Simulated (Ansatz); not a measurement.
Basis-set extrapolation for C₃H₄ (`C=C=C`) (PBE0-D4/def2-TZVP geometry, frozen core, the Gaussian-basis code of Ansatz). Multiplicity 1, RHF reference.

```
                     cc-pV(T+d)Z  cc-pV(Q+d)Z
                 HF  -115.905849  -115.913358
    MP2 correlation    -0.476548    -0.506439
CCSD(T) correlation    -0.527298    -0.553122
```

Energies in hartree. Use E(X) = E(∞) + A·exp(−5.46·√X) for Hartree–Fock and E(X) = E(∞) + B·X^(−3.05) for correlation, with X = 3 and 4.

What is the CCSD(T) energy at the basis-set limit?

HF limit: -115.913358 + (-0.007509) × 0.30130 = -115.91562. Correlation limit: -0.553122 + (-0.025824) × 0.71189 = -0.57151. Total: -116.48713 hartree, 1.47 eV below CCSD(T)/cc-pV(T+d)Z.
